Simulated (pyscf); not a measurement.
HO–Si(Cl)(Cl)–Cl + H₂ → HO–Si(Cl)(Cl)–Cl + H₂ (four-centre exchange; singlet surface; H–O, H–H broken, H–O, H–H formed). PySCF, gas phase, ωB97X-D3(BJ)/def2-SVP geometries. Energies in eV from the separated reactants.

```json
[
 {"level": "PBE/def2-TZVP", "barrier": "2.53", "reaction energy": "0.00"},
 {"level": "r²SCAN/def2-TZVP", "barrier": "2.74", "reaction energy": "0.00"},
 {"level": "PBE0-D3(BJ)/def2-TZVP", "barrier": "2.74", "reaction energy": "0.00"},
 {"level": "M06-2X/def2-TZVP", "barrier": "3.02", "reaction energy": "0.00"},
 {"level": "ωB97M-D3(BJ)/def2-TZVP", "barrier": "2.88", "reaction energy": "0.00"},
 {"level": "HF/def2-TZVP", "barrier": "3.80", "reaction energy": "0.00"}
]
```

The functionals in the table span 0.49 eV in this barrier, from PBE to M06-2X. The same reactants have a lower exit, to HO–SiH(Cl)–Cl + HCl (barrier +2.34 eV at ωB97M-D3(BJ)/def2-TZVP, against +2.88 eV here). This is the saddle that the search found; another between the same sides may lie lower.
